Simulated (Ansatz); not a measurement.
System: HfO2 (P2₁/c, No. 14). Method: BLYP (PAW; Ansatz, a quantum-chemistry and plane-wave program).

Settings: plane-wave cutoff 520 eV, 8×8×8 k mesh, Fermi–Dirac smearing 0.01 eV, scalar-relativistic PAW data made under PBE.

Cell (relaxed at this level):

```cif
data_Hf4O8
_chemical_formula_sum 'Hf4 O8'
_space_group_name_H-M_alt 'P21/c'
_space_group_IT_number 14
_space_group_name_Hall '-P 2ybc'
_cell_length_a 5.21393
_cell_length_b 5.23653
_cell_length_c 5.42093
_cell_angle_alpha 90.000
_cell_angle_beta 99.592
_cell_angle_gamma 90.000
loop_
_atom_site_label
_atom_site_type_symbol
_atom_site_symmetry_multiplicity
_atom_site_Wyckoff_symbol
_atom_site_fract_x
_atom_site_fract_y
_atom_site_fract_z
_atom_site_occupancy
Hf1 Hf 4 e 0.27422 0.04218 0.20884 1
O1 O 4 e 0.54893 0.25633 0.02717 1
O2 O 4 e 0.06416 0.32163 0.35462 1
```

**Question.** Predict the bulk modulus B0, band gap, smallest direct gap on the k points sampled and Γ–Γ gap.

**Answer.** 
- bulk modulus B0 = 186 GPa
- band gap = 4.08 eV
- smallest direct gap on the k points sampled = 4.15 eV
- Γ–Γ gap = 4.54 eV

Measured, for comparison: band gap 5.7 eV (temperature not stated, no zero-point or thermal correction, our sources range from 5.70 to 5.84; as tabulated in Choudhary et al. (2018), arXiv:1804.01032).

Note: the relaxation could not lower the start's symmetry, so the cell can be a saddle point above a distorted one; the volume lies 5 % above that of the published cell; the bulk modulus comes from volumes at which shape and atoms were relaxed.

Spin–orbit coupling is not included.

Static lattice: no zero-point or thermal effects.
